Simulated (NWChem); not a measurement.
System: N$_{2}$H$_{4}$ anion, doublet; SMILES of the neutral closed-shell parent NN

Parts of the log:

```
             Northwest Computational Chemistry Package (NWChem) 7.3.0
             --------------------------------------------------------

 C2  symmetry detected

                             Geometry "geometry" -> ""
                             -------------------------

 Output coordinates in angstroms (scale by  1.889725989 to convert to a.u.)

  No.       Tag          Charge          X              Y              Z
 ---- ---------------- ---------- -------------- -------------- --------------
    1 N                    7.0000    -0.06091126     0.72327456     0.09623389
    2 N                    7.0000     0.06091126    -0.72327456     0.09623389
    3 H                    1.0000     0.90276718     1.06401747     0.19253489
    4 H                    1.0000    -0.34151596     1.02026485    -0.86617211
    5 H                    1.0000    -0.90276718    -1.06401747     0.19253489
    6 H                    1.0000     0.34151596    -1.02026485    -0.86617211

 Effective nuclear repulsion energy (a.u.)      41.0788580624

      Symmetry information
      --------------------

 Group name             C2
 Group number              4
 Group order               2
 No. of unique centers     3

                                 NWChem DFT Module
                                 -----------------

 Summary of "ao basis" -> "ao basis" (spherical)
 ------------------------------------------------------------------------------
       Tag                 Description            Shells   Functions and Types
 ---------------- ------------------------------  ------  ---------------------
 N                          def2-svp                 6       14   3s2p1d
 H                          def2-svp                 3        5   2s1p

      Symmetry analysis of basis
      --------------------------

        a          24
        b          24

            General Information
            -------------------
          SCF calculation type: DFT
          Wavefunction type:  spin polarized.
          No. of atoms     :     6
          No. of electrons :    19
           Alpha electrons :    10
            Beta electrons :     9
          Charge           :    -1
          Spin multiplicity:     2
          Use of symmetry is: on ; symmetry adaption is: on
          Maximum number of iterations: 150
          AO basis - number of functions:    48
                     number of shells:    24
          Convergence on energy requested:  1.00D-06
          Convergence on density requested:  1.00D-05
          Convergence on gradient requested:  5.00D-04

              XC Information
              --------------
                         B3LYP Method XC Potential
                     Hartree-Fock (Exact) Exchange  0.200
                        Slater Exchange Functional  0.800 local
                    Becke 1988 Exchange Functional  0.720 non-local
              Lee-Yang-Parr Correlation Functional  0.810
                  VWN I RPA Correlation Functional  0.190 local

             Grid Information
             ----------------
          Grid used for XC integration:  medium
          Radial quadrature: Mura-Knowles
          Angular quadrature: Lebedev.
          Tag              B.-S. Rad. Rad. Pts. Rad. Cut. Ang. Pts.
          ---              ---------- --------- --------- ---------
          N                   0.65       49           7.0       434
          H                   0.35       45           8.0       434
          Grid pruning is: on
          Number of quadrature shells:   139
          Spatial weights used:  Erf1

      Superposition of Atomic Density Guess
      -------------------------------------

 Sum of atomic energies:        -110.48547921

 Renormalizing density from      18.00 to     19

      Non-variational initial energy
      ------------------------------

 Total energy =    -115.239728
 1-e energy   =    -243.088657
 2-e energy   =      86.770071
 HOMO         =       0.373254
 LUMO         =       0.418134

   Symmetry analysis of molecular orbitals - initial alpha
   -------------------------------------------------------

  Numbering of irreducible representations:

     1 a           2 b

  Orbital symmetries:

     1 a           2 b           3 a           4 b           5 b
     6 a           7 a           8 a           9 b          10 a
    11 b          12 a          13 b          14 b          15 b
    16 a          17 a          18 b          19 a          20 a

   Symmetry analysis of molecular orbitals - initial beta
   ------------------------------------------------------

  Numbering of irreducible representations:

     1 a           2 b

  Orbital symmetries:

     1 a           2 b           3 a           4 b           5 b
     6 a           7 a           8 a           9 b          10 a
    11 b          12 a          13 b          14 b          15 b
    16 a          17 a          18 b          19 a          20 a

     ---------------------------------------------
      Total Density - Mulliken Population Analysis
     ---------------------------------------------

    Atom       Charge   Shell Charges
 -----------   ------   -------------------------------------------------------
    1 N    7     6.97   1.99  0.92  0.46  1.90  1.69  0.02
    2 N    7     6.97   1.99  0.92  0.46  1.90  1.69  0.02
    3 H    1     1.20   0.68  0.48  0.04
    4 H    1     1.33   0.68  0.61  0.03
    5 H    1     1.20   0.68  0.48  0.04
    6 H    1     1.33   0.68  0.61  0.03

     --------------------------------------------
      Spin Density - Mulliken Population Analysis
     --------------------------------------------

    Atom       Charge   Shell Charges
 -----------   ------   -------------------------------------------------------
    1 N    7    -0.03   0.00  0.01 -0.11  0.04  0.03 -0.00
    2 N    7    -0.03   0.00  0.01 -0.11  0.04  0.03 -0.00
    3 H    1     0.20   0.00  0.20 -0.00
    4 H    1     0.33   0.01  0.33 -0.00
    5 H    1     0.20   0.00  0.20 -0.00
    6 H    1     0.33   0.01  0.33 -0.00

   convergence    iter        energy       DeltaE   RMS-Dens  Diis-err
 ---------------- ----- ----------------- --------- --------- ---------
 d= 0,ls=0.0,diis     1   -111.4793904454 -1.53D+02  3.37D-02  3.93D-01
                                                     1.78D-02  3.77D-01
 d= 0,ls=0.0,diis     2   -111.3977197430  8.17D-02  1.85D-02  5.91D-01
                                                     9.23D-03  5.77D-01
 d= 0,ls=0.0,diis     3   -111.6548009844 -2.57D-01  9.90D-04  1.70D-03
                                                     7.07D-04  1.59D-03
 d= 0,ls=0.0,diis     4   -111.6555068500 -7.06D-04  9.45D-04  8.57D-05
                                                     2.14D-04  8.19D-05
 d= 0,ls=0.0,diis     5   -111.6555574985 -5.06D-05  4.69D-05  3.52D-06
                                                     5.00D-05  3.81D-06
  Resetting Diis
 d= 0,ls=0.0,diis     6   -111.6555598788 -2.38D-06  1.23D-04  1.19D-07
                                                     1.72D-05  7.68D-08
 d= 0,ls=0.0,diis     7   -111.6555601106 -2.32D-07  2.34D-05  1.72D-08
                                                     4.55D-06  1.52D-08
 d= 0,ls=0.0,diis     8   -111.6555601305 -1.99D-08  1.34D-05  3.69D-09
                                                     1.66D-06  4.34D-09
 d= 0,ls=0.0,diis     9   -111.6555601343 -3.81D-09  7.73D-06  1.99D-09
                                                     7.75D-07  1.37D-09

         Total DFT energy =     -111.655560134284
      One electron energy =     -236.729082560772
           Coulomb energy =       99.487454356121
    Exchange-Corr. energy =      -15.492789992006
 Nuclear repulsion energy =       41.078858062373

 Numeric. integr. density =       18.999999200027

                  Occupations of the irreducible representations
                  ----------------------------------------------

                     irrep           alpha         beta
                     --------     --------     --------
                     a                 6.0          5.0
                     b                 4.0          4.0

                    DFT Final Alpha Molecular Orbital Analysis
                    ------------------------------------------

 Vector    8  Occ=1.000000D+00  E=-1.639998D-02  Symmetry=a
              MO Center=  2.3D-15, -6.3D-15,  2.0D-01, r^2= 1.6D+00
   Bfn.  Coefficient  Atom+Function         Bfn.  Coefficient  Atom+Function
  ----- ------------  ---------------      ----- ------------  ---------------
     4      0.306294  1 N  px                18     -0.306294  2 N  px
     3      0.213581  1 N  s                 17      0.213581  2 N  s
     7     -0.212083  1 N  px                21      0.212083  2 N  px
     6     -0.201780  1 N  pz                20     -0.201780  2 N  pz
     9      0.189544  1 N  pz                23      0.189544  2 N  pz

[...]

                         DFT ENERGY GRADIENTS

    atom               coordinates                        gradient
                 x          y          z           x          y          z
   1 N      -0.115106   1.366791   0.181856    0.009473   0.006974  -0.018845
   2 N       0.115106  -1.366791   0.181856   -0.009473  -0.006974  -0.018845
   3 H       1.705983   2.010701   0.363838   -0.010181  -0.002007   0.002377
   4 H      -0.645372   1.928021  -1.636828    0.002597  -0.002648   0.016467
   5 H      -1.705983  -2.010701   0.363838    0.010181   0.002007   0.002377
   6 H       0.645372  -1.928021  -1.636828   -0.002597   0.002648   0.016467
```

Level: B3LYP/def2-SVP, spin-unrestricted. In the optimisation the excess spin sits in a (C2, its own frame). Sets without diffuse functions describe the anion's extra electron poorly. Coordinates come from a B3LYP/def2-SVPD, spin-unrestricted optimisation. The spin multiplicity was typed, not searched, and may not be the lowest. No stability test was run on the SCF state. The highest occupied level is positive, so the extra electron may be held by the finite basis.

**Question.** Which NWChem input produces such a log?

**Answer.** One answer among several that fit: the input that was run:
```
start job
memory heap 200 mb stack 900 mb global 1100 mb
charge -1
geometry units angstroms noautoz
  N     -0.077756     0.721658     0.128488
  N      0.077756    -0.721658     0.128488
  H      0.877717     1.084774     0.224789
  H     -0.365208     1.012026    -0.833918
  H     -0.877717    -1.084774     0.224789
  H      0.365208    -1.012026    -0.833918
end
basis spherical
  N library def2-svp
  H library def2-svp
end
dft
  odft
  mult 2
  xc b3lyp
  iterations 150
  mulliken
end
task dft gradient
```
